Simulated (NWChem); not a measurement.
Species: SiO cation, doublet; SMILES of the neutral closed-shell parent O=[Si]

All runs: NWChem. Spin-unrestricted. The geometry was optimised at B3LYP/6-31G* (spherical d), spin-unrestricted. This spin state was assumed; another may lie lower. No stability test was run on the SCF state. Level: PBE/def2-SVP with SMD (1 M gas to 1 M solution), gas-phase geometry. Reactions with the solvent are ignored.

### Question
What does the run give for solvent 2-propanol? Quantities: solvation free energy (kcal/mol); cavity-dispersion-structure term (kcal/mol).

### Answer
solvation free energy (kcal/mol): -66.3
cavity-dispersion-structure term (kcal/mol): -0.4
